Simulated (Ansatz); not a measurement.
Total energies of BMe2H (C₂H₇B) from Ansatz at PBE-D4/def2-TZVP, gas phase (1 Eh = 27.2114 eV = 2625.5 kJ/mol). The reference geometry is relaxed at PBE-D4/def2-TZVP.

```
                state                     geometry  energy (Eh)
     charge 0 singlet                    reference   -105.14294
     charge 1 doublet                    reference   -104.74933
     charge 1 doublet  relaxed at PBE-D4/def2-TZVP   -104.77742
free B atom (doublet)                            –    -24.61008
free C atom (triplet)                            –    -37.79597
free H atom (doublet)                            –     -0.49962
```

Work out the vertical ionisation energy to the doublet.

E(charge 1 doublet) − E(charge 0 singlet) = -104.74933 − (-105.14294) = 0.39361 Eh = 10.71 eV. For comparison, −ε of the highest occupied level is 7.24 eV at this level, 3.47 eV less.

How much does the charge 1 doublet relax, and what is the adiabatic ionisation energy?

Relaxation: -104.74933 − (-104.77742) = 0.02809 Eh = 0.76 eV. Adiabatic ionisation energy: 0.36552 Eh = 9.95 eV, without zero-point energy. 

What is the binding energy per atom against free atoms?

Atoms: 1 × (-24.61008) + 2 × (-37.79597) + 7 × (-0.49962) = -103.69936 Eh. Binding: -103.69936 − (-105.14294) = 1.44358 Eh = 39.28 eV, or 3.93 eV for each of 10 atoms (no zero-point energy, no counterpoise term).
